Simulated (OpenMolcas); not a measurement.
# CCSD(T)/6-31G(d) (spherical functions) run of NO+ (nitrosonium)

Aim: the vertical electron affinity of NO+ (nitrosonium) at CCSD(T)/6-31G* (spherical functions), from 2 runs. 

The calculation is run with OpenMolcas 26.06.

2 further runs of the same task are left out: 2 for a known fault of the program.

## (1) The structure to begin with

The species is NO+ (2 atoms), meant as a singlet with charge +1. SMILES: `N#[O+]`. Geometry: the measured bond length.

Bond lengths: N1–O2 1.063 Å.

## (2) The energy at CCSD(T)/6-31G(d) (spherical functions)

job.inp reads:

```
* NO CCSD(T)
&GATEWAY
BasLib = $CurrDir
Coord
2
angstrom
N        0.000000       0.000000       0.000000
O        0.000000       0.000000       1.063220
Basis = 6-31Gs
Group = NoSym
&SEWARD
&SCF
Charge = 1
PrOrbitals = 1 1
&RASSCF
FileOrb = $Project.ScfOrb
Spin = 1
Nactel = 0 0 0
Inactive = 7
Ras2 = 0
OutOrbitals = Canonical
OrbListing = Nothing
&MOTRA
JobIph
Frozen = 2
&CCSDT
CCT
Triples = 2
Iterations = 50
Extrapolation = 5 4
```

The basis set 6-31G* is read from a file made from the Basis Set Exchange's data (not shown).

Launch:

```sh
$ export MOLCAS_MEM=1860
$ pymolcas job.inp > job.log
```

Output:

```text
--- Start Module: gateway ---
[...]
--- Stop Module: gateway /rc=_RC_ALL_IS_WELL_ ---
[...]
      Basis functions           28
[...]
       Convergence after  13 Iterations
[...]
::    Total SCF energy                               -128.9070440869
[...]
      Total spin, S                                     0.0000000000
[...]
      Number of active orbitals                  0
[...]
      Spin quantum number                      0.0
[...]
      Active orbitals                            0
[...]
      Number of CSFs                             1
[...]
      Number of root(s) required                 1
[...]
      Convergence after  4 iterations
[...]
      Natural orbitals and occupation numbers for root  1
      ************************************************************************************************************************
      *                                                    Final results                                                     *
      ************************************************************************************************************************
[...]
::    RASSCF root number  1 Total energy:   -128.90704409
[...]
      Total electronic charge=   14.000000
      Total            charge=    1.000000
[...]
      Dipole Moment (debye):
      Origin of the operator (angstrom)=    0.0000    0.0000    0.5669
                   X=  2.8851E-16               Y=  2.8178E-16               Z= -7.1001E-01           Total=  7.1001E-01
      Center of Charge (angstrom)
[...]
--- Start Module: motra ---
[...]
      *** WARNING: Default frozen orbitals is overwritten by user input.
      *** Default values:   2
[...]
--- Stop Module: motra /rc=_RC_ALL_IS_WELL_ ---
--- Start Module: ccsdt ---
[...]
      Convergence after                    13  Iterations
      Total energy (diff) :    -129.23072075       0.00000007
[...]
 METHOD                       : CCSD+T(CCSD)+<T3(1)WT1> = CCSD(T)
[...]
       CCSD     =      -129.2307207517084
[...]
--- Stop Module: ccsdt /rc=_RC_ALL_IS_WELL_ ---
[...]
```

Wall time 2.4 s (1 thread of Arm Neoverse V1, shared host); peak memory 0.37 GiB.

## (3) Doublet neutral NO, same level

job.input reads:

```
* NO CCSD(T)

&GATEWAY
 BasLib=$CurrDir
 Coord
 2
 angstrom
 N        0.000000       0.000000       0.000000
 O        0.000000       0.000000       1.063220
 Basis=6-31Gs
 Group=NoSym

&SEWARD

&SCF
 UHF
 Spin=2
 PrOrbitals=1 1

&RASSCF
 FileOrb=$Project.UnaOrb
 Spin=2
 Nactel=1 0 0
 Inactive=7
 Ras2=1
 OutOrbitals=Canonical
 OrbListing=Nothing

&MOTRA
 JobIph
 Frozen=2

&CCSDT
 CCT
 Triples=3
 Iterations=50
 Extrapolation=5 4
```

The basis set 6-31G* is read from a file made from the Basis Set Exchange's data (not shown).

Launch:

```sh
$ export MOLCAS_MEM=1860
$ pymolcas job.input > job.log
```

Output:

```text
--- Start Module: gateway ---
[...]
--- Stop Module: gateway /rc=_RC_ALL_IS_WELL_ ---
[...]
      Basis functions           28
[...]
       Convergence after  15 Iterations
[...]
::    Total SCF energy                               -129.2349635649
[...]
      Total spin, S                                     0.5046830929
[...]
      Number of active orbitals                  1
[...]
      Spin quantum number                      0.5
[...]
      Active orbitals                            1
[...]
      Number of CSFs                             1
[...]
      Number of root(s) required                 1
[...]
      Convergence after  9 iterations
[...]
      printout of CI-coefficients larger than  0.05 for root  1
      energy=    -129.228963
      conf/sym  1     Coeff  Weight
             1  u   1.00000 1.00000
      Natural orbitals and occupation numbers for root  1
      sym 1:   1.000000
      ************************************************************************************************************************
      *                                                    Final results                                                     *
[...]
::    RASSCF root number  1 Total energy:   -129.22896287
[...]
      Total electronic charge=   15.000000
      Total            charge=   -0.000000
[...]
      Dipole Moment (debye):
      Origin of the operator (angstrom)=    0.0000    0.0000    0.5669
                   X= -6.5045E-13               Y= -1.5460E-12               Z=  5.5074E-03           Total=  5.5074E-03
      Quadrupole Moment (debye*angstrom):
[...]
--- Start Module: motra ---
[...]
      *** WARNING: Default frozen orbitals is overwritten by user input.
      *** Default values:   2
[...]
--- Stop Module: motra /rc=_RC_ALL_IS_WELL_ ---
--- Start Module: ccsdt ---
[...]
      Convergence after                    12  Iterations
      Total energy (diff) :    -129.53695121       0.00000010
[...]
 METHOD                       : CCSD+T(CCSD)+<T3(1)WT1>+<T3(1)UT2> = CCSD(T)
[...]
       CCSD     =      -129.5369512116168
[...]
--- Stop Module: ccsdt /rc=_RC_ALL_IS_WELL_ ---
[...]
```

Run time: 2.8 s. Hardware: 1 thread of Arm Neoverse V1, shared host; peak memory 0.37 GiB.

## (4) Results

Level: CCSD(T)/6-31G* (spherical functions), 2 core orbitals frozen.

| quantity | value |
| --- | --- |
| singlet NO+: total energy | -129.24313 Eh |
| singlet NO+: HOMO energy (Hartree–Fock orbitals) | -31.09 eV |
| singlet NO+: LUMO energy (Hartree–Fock orbitals) | -7.71 eV |
| singlet NO+: HOMO–LUMO gap (Hartree–Fock orbitals) | 23.38 eV |
| singlet NO+: correlation energy (2 core orbitals frozen) | -336.1 mEh |
| singlet NO+: (T) correction | -12.41 mEh |
| doublet neutral NO: total energy | -129.54595 Eh |
| doublet neutral NO: (T) correction | -9.00 mEh |
| vertical electron affinity (to the doublet neutral) | 8.240 eV |

**Reading.** At fixed nuclei the extra electron is bound by 8.24 eV (190 kcal/mol). The triples (singlet NO+) make up 3.7 % of the correlation energy.
